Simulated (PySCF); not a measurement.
# Working out the ionisation energy of B

B [He] 2s2 2p1 (2P) → B⁺ [He] 2s2 (1S). All numbers are calculated (PySCF 2.14, the non-relativistic Hamiltonian (point nucleus), in def2-TZVP). Frozen: 1s2. Energies in hartree (1 hartree = 27.21139 eV):

```tsv
part	B (lower)	B⁺ (upper)
UHF	-24.532333	-24.236832
CCSD correlation	-0.064260	-0.059459
(T)	-0.001314	0.000000
```

Q: What does Hartree-Fock give?

A: (-24.236832) − (-24.532333) = 0.295501 hartree = 8.041 eV.

Q: What do CCSD and CCSD(T) give?

A: The CCSD correlation energies differ by 0.004801 hartree = 0.131 eV and the triples by 0.001314 hartree = 0.036 eV, so CCSD gives 8.172 eV and CCSD(T) 8.208 eV.

Measured between the centres of the two terms (NIST): 8.297 eV, so CCSD(T) (valence) is off by -0.089 eV.

The coupled-cluster amplitudes are large, so a single reference is strained.

What remains against the reference includes basis incompleteness, the frozen core and higher excitations.
